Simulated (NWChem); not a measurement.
System: SiH4; SMILES [SiH4]

The following NWChem deck was run.

```
start job
memory heap 200 mb stack 900 mb global 1100 mb
geometry units angstroms noautosym nocenter noautoz
  Si     0.000000     0.000000     0.000000
  H     -0.861779     0.861779     0.861806
  H      0.861779    -0.861779     0.861806
  H      0.861779     0.861779    -0.861806
  H     -0.861779    -0.861779    -0.861806
end
basis spherical
  * library aug-cc-pvdz
end
dft
  xc b3lyp
  iterations 150
end
property
  response 1 0.0
end
task dft property
```

Excerpt of the output:

```
             Northwest Computational Chemistry Package (NWChem) 7.3.0
             --------------------------------------------------------

                             Geometry "geometry" -> ""
                             -------------------------

 Output coordinates in angstroms (scale by  1.889725989 to convert to a.u.)

  No.       Tag          Charge          X              Y              Z
 ---- ---------------- ---------- -------------- -------------- --------------
    1 Si                  14.0000     0.00000000     0.00000000     0.00000000
    2 H                    1.0000    -0.86177900     0.86177900     0.86180600
    3 H                    1.0000     0.86177900    -0.86177900     0.86180600
    4 H                    1.0000     0.86177900     0.86177900    -0.86180600
    5 H                    1.0000    -0.86177900    -0.86177900    -0.86180600

 Effective nuclear repulsion energy (a.u.)      21.1556781745

                              NWChem Property Module
                              ----------------------

                                 NWChem DFT Module
                                 -----------------

 Summary of "ao basis" -> "ao basis" (spherical)
 ------------------------------------------------------------------------------
       Tag                 Description            Shells   Functions and Types
 ---------------- ------------------------------  ------  ---------------------
 Si                       aug-cc-pvdz               11       27   5s4p2d
 H                        aug-cc-pvdz                5        9   3s2p

            General Information
            -------------------
          SCF calculation type: DFT
          Wavefunction type:  closed shell.
          No. of atoms     :     5
          No. of electrons :    18
           Alpha electrons :     9
            Beta electrons :     9
          Charge           :     0
          Spin multiplicity:     1
          Use of symmetry is: off; symmetry adaption is: off
          Maximum number of iterations: 150
          AO basis - number of functions:    63
                     number of shells:    31
          Convergence on energy requested:  1.00D-06
          Convergence on density requested:  1.00D-05
          Convergence on gradient requested:  5.00D-04

              XC Information
              --------------
                         B3LYP Method XC Potential
                     Hartree-Fock (Exact) Exchange  0.200
                        Slater Exchange Functional  0.800 local
                    Becke 1988 Exchange Functional  0.720 non-local
              Lee-Yang-Parr Correlation Functional  0.810
                  VWN I RPA Correlation Functional  0.190 local

             Grid Information
             ----------------
          Grid used for XC integration:  medium
          Radial quadrature: Mura-Knowles
          Angular quadrature: Lebedev.
          Tag              B.-S. Rad. Rad. Pts. Rad. Cut. Ang. Pts.
          ---              ---------- --------- --------- ---------
          Si                  1.10       88          12.0       590
          H                   0.35       45          13.0       434
          Grid pruning is: on
          Number of quadrature shells:   268
          Spatial weights used:  Erf1

      Superposition of Atomic Density Guess
      -------------------------------------

 Sum of atomic energies:        -290.83334042

      Non-variational initial energy
      ------------------------------

 Total energy =    -291.022765
 1-e energy   =    -444.113607
 2-e energy   =     131.935164
 HOMO         =      -0.432016
 LUMO         =       0.026788

   convergence    iter        energy       DeltaE   RMS-Dens  Diis-err
 ---------------- ----- ----------------- --------- --------- ---------
 d= 0,ls=0.0,diis     1   -291.8886280510 -3.13D+02  1.00D-02  7.45D-02
 d= 0,ls=0.0,diis     2   -291.8985153917 -9.89D-03  1.37D-03  4.07D-03
 d= 0,ls=0.0,diis     3   -291.8993245729 -8.09D-04  5.02D-04  8.18D-04
 d= 0,ls=0.0,diis     4   -291.8994743830 -1.50D-04  4.25D-05  2.15D-06
 d= 0,ls=0.0,diis     5   -291.8994747242 -3.41D-07  3.89D-06  7.26D-09

         Total DFT energy =     -291.899474724243
      One electron energy =     -445.257889942363
           Coulomb energy =      154.580800647374
    Exchange-Corr. energy =      -22.378063603769
 Nuclear repulsion energy =       21.155678174516

 Numeric. integr. density =       18.000007576720

                       DFT Final Molecular Orbital Analysis
                       ------------------------------------

 Vector    7  Occ=2.000000D+00  E=-3.538654D-01
              MO Center=  1.0D-05, -7.8D-06,  1.2D-10, r^2= 2.5D+00
   Bfn.  Coefficient  Atom+Function         Bfn.  Coefficient  Atom+Function
  ----- ------------  ---------------      ----- ------------  ---------------
    11      0.346122  1 Si pz                14      0.299131  1 Si pz
    28      0.231907  2 H  s                 37      0.231914  3 H  s
    46     -0.231911  4 H  s                 55     -0.231910  5 H  s
    18     -0.076679  1 Si d -2              23     -0.045939  1 Si d -2
    29      0.027186  2 H  s                 38      0.027186  3 H  s

 Vector    8  Occ=2.000000D+00  E=-3.538610D-01
              MO Center= -1.0D-05,  8.0D-06,  5.7D-01, r^2= 2.2D+00
   Bfn.  Coefficient  Atom+Function         Bfn.  Coefficient  Atom+Function
  ----- ------------  ---------------      ----- ------------  ---------------
    28      0.325689  2 H  s                 37     -0.325684  3 H  s
    10      0.271877  1 Si py                13      0.234960  1 Si py
     9     -0.214202  1 Si px                12     -0.185116  1 Si px
    21      0.060234  1 Si d  1              19      0.047456  1 Si d -1
    46      0.038642  4 H  s                 55     -0.038647  5 H  s

 Vector    9  Occ=2.000000D+00  E=-3.538610D-01
              MO Center= -2.1D-07, -2.7D-07, -5.7D-01, r^2= 2.2D+00
   Bfn.  Coefficient  Atom+Function         Bfn.  Coefficient  Atom+Function
  ----- ------------  ---------------      ----- ------------  ---------------
    46      0.325687  4 H  s                 55     -0.325687  5 H  s
     9      0.271877  1 Si px                12      0.234960  1 Si px
    10      0.214202  1 Si py                13      0.185116  1 Si py
    19     -0.060234  1 Si d -1              21      0.047456  1 Si d  1
    28     -0.038644  2 H  s                 37      0.038644  3 H  s

 Vector   10  Occ=0.000000D+00  E=-9.203172D-03
              MO Center= -1.8D-09,  7.4D-09,  8.8D-10, r^2= 1.4D+01
   Bfn.  Coefficient  Atom+Function         Bfn.  Coefficient  Atom+Function
  ----- ------------  ---------------      ----- ------------  ---------------
     5      2.613785  1 Si s                 30     -0.940796  2 H  s
    39     -0.940796  3 H  s                 48     -0.940796  4 H  s
    57     -0.940796  5 H  s                  3      0.303662  1 Si s
     2      0.060751  1 Si s                 29     -0.044440  2 H  s
    38     -0.044440  3 H  s                 47     -0.044440  4 H  s

 Vector   11  Occ=0.000000D+00  E= 1.466788D-02
              MO Center= -5.9D-05, -7.9D-05,  1.0D+00, r^2= 1.0D+01
   Bfn.  Coefficient  Atom+Function         Bfn.  Coefficient  Atom+Function
  ----- ------------  ---------------      ----- ------------  ---------------
    48      1.930710  4 H  s                 57     -1.930581  5 H  s
    15     -1.585463  1 Si px                16     -1.183387  1 Si py
    30     -0.280421  2 H  s                 39      0.280292  3 H  s
    46      0.136935  4 H  s                 55     -0.136926  5 H  s
    47      0.112289  4 H  s                 56     -0.112281  5 H  s

 Vector   12  Occ=0.000000D+00  E= 1.466788D-02
              MO Center= -1.2D-05,  9.3D-06, -1.0D+00, r^2= 1.0D+01
   Bfn.  Coefficient  Atom+Function         Bfn.  Coefficient  Atom+Function
  ----- ------------  ---------------      ----- ------------  ---------------
    30      1.930635  2 H  s                 39     -1.930655  3 H  s
    16     -1.585463  1 Si py                15      1.183387  1 Si px
    48      0.280367  4 H  s                 57     -0.280347  5 H  s
    28      0.136930  2 H  s                 37     -0.136932  3 H  s
    29      0.112284  2 H  s                 38     -0.112286  3 H  s

     Multipole analysis of the density
     ---------------------------------

     L   x y z        total         alpha         beta         nuclear
     -   - - -        -----         -----         ----         -------
     0   0 0 0     -0.000000     -9.000000     -9.000000     18.000000

     1   1 0 0     -0.000000     -0.000000     -0.000000      0.000000
     1   0 1 0      0.000000      0.000000      0.000000      0.000000
     1   0 0 1     -0.000000     -0.000000     -0.000000      0.000000

     2   2 0 0    -12.470811    -11.539601    -11.539601     10.608390
     2   1 1 0      0.000000      0.000000      0.000000      0.000000
     2   1 0 1     -0.000000     -0.000000     -0.000000      0.000000
     2   0 2 0    -12.470811    -11.539601    -11.539601     10.608390
     2   0 1 1      0.000000      0.000000      0.000000      0.000000
     2   0 0 2    -12.470810    -11.539933    -11.539933     10.609055

[...]

 DFT Linear Response polarizability / au
 Frequency  =       0.0000000 / au
              X              Y              Z
 -----------------------------------------------
 X      32.5883592     -0.0000000     -0.0000000
 Y      -0.0000000     32.5883592     -0.0000000
 Z      -0.0000000     -0.0000000     32.5887517
 -----------------------------------------------
 Eigenvalues =      32.5883592     32.5883592     32.5887517
 Isotropic   =      32.5884900
 Anisotropic =       0.0003926
 -----------------------------------------------

 Magnetic Dipole Response Matrix (nonzero elements):

 Exiting AOResponse driver routine
```

Level: B3LYP/aug-cc-pVDZ. Geometry: optimised at PBE0/def2-SVP. B3LYP is NWChem's, with the RPA form of VWN correlation.
